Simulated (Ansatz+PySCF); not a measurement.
**singlet NO2(-): levels of theory in one basis**

```yaml
atoms:
  - { symbol: N, position_ang: [0.0000, 0.0000, -0.4201] }
  - { symbol: O, position_ang: [0.0000, 0.9763, 0.1838] }
  - { symbol: O, position_ang: [0.0000, -0.9763, 0.1838] }
```

Basis set: def2-SVP (spherical functions). Correlated methods keep 3 orbitals frozen. Charge -1, multiplicity 1.

Computed with Ansatz (development build ahead of 0.2.0); each method stands on the lowest determinant of its kind that the runs found. NEVPT2 correlates all electrons. Active spaces start from the frontier orbitals, and the lowest solution found is given.

| method | E − E(RHF) (eV) | <S²> of the determinant |
| --- | --- | --- |
| RHF | 0.00 | 0.00 |
| RHF-CCSD | -14.05 | – |
| RHF-CCSD(T) | -14.46 | – |
| CASSCF(4,3) | -0.82 | – |
| SC-NEVPT2(4,3) | -14.36 | – |

Question: What does RHF-MP2 give on the same scale?

Answer: -13.90 eV.

Question: Is a single determinant a sound starting point here?

Answer: By this sign, yes. Unrestricted orbitals gain 0.00 eV and <S²> is 0.00 against 0.00 for a pure state. The CASSCF(4,3) natural occupations are 1.99, 1.95, 0.06.

Caution: no diffuse functions for an anion. Caution for CASSCF(4,3): other starts end on other solutions of this active space.
